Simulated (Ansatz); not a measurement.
Worked example: C5H10O → C4H6O + CH4

Species: C5H10O (cyclopentanol) `OC1CCCC1`, singlet; C4H6O (3-butenal) `C=CCC=O`, singlet; CH4 `C`, singlet. 

Shapes, held fixed at every level: PBE0-D4/def2-TZVP. Flexible molecules stand in one conformer, not always the lowest. Programs: Ansatz 0.2.0. Electronic energies: no zero-point or thermal term.

At CCSD(T)/CBS estimate; 1 Eh = 2625.50 kJ/mol:

```
species  energy (Eh)
 C5H10O  -271.458723
  C4H6O  -230.953274
    CH4   -40.462061
```

**Question.** Work out ΔE of the reaction at this level.

**Answer.** 
1. Products less reactants: (-230.953274) + (-40.462061) − [(-271.458723)] = 0.043388 Eh = +113.9 kJ/mol.

Other levels give +84.7 (B2PLYP/def2-TZVPP) to +124.9 kJ/mol (MP2/def2-TZVPP). No measured value is set beside it here. The CBS estimate extrapolates MP2 from def2-TZVPP and def2-QZVPP and adds CCSD(T) − MP2 in the triple-zeta set, cores frozen.
